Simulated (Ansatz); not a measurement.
Z-matrix (Å, degrees):
```
C
C 1 1.510
O 1 1.415 2 108.6
H 1 1.099 2 110.8 3 120.0
H 1 1.097 2 111.1 3 -120.2
C 2 1.519 1 113.3 3 -63.6
H 2 1.095 1 108.6 3 59.2
H 2 1.095 1 107.6 3 174.3
C 3 1.343 1 116.9 2 178.9
H 6 1.094 2 111.0 1 -59.9
H 6 1.092 2 111.2 1 -179.9
H 6 1.091 2 110.9 1 59.9
C 9 1.330 3 128.2 1 0.1
H 9 1.085 3 110.2 1 -179.9
H 13 1.081 9 118.6 3 -180.0
H 13 1.081 9 123.6 3 0.0
```

The species carries charge 0 and has multiplicity 1.

Problem. List the ωB97M-V/def2-TZVPP orbital energies in eV (Ansatz 0.2.0). (Best estimate.)

Solution. The calculation gave: Occupied: -526.87, -282.91, -282.82, -281.44, -281.06, -280.87, -32.68, -25.11, -23.60, -22.14, -19.83, -18.30, -16.93, -16.21, -15.76, -14.67, -14.27, -13.16, -13.07, -12.50, -12.05, -11.67, -11.64, -8.94. Lowest empty: 2.70, 3.04, 3.46, 3.78, 3.89, 4.40, 4.53, 4.73.
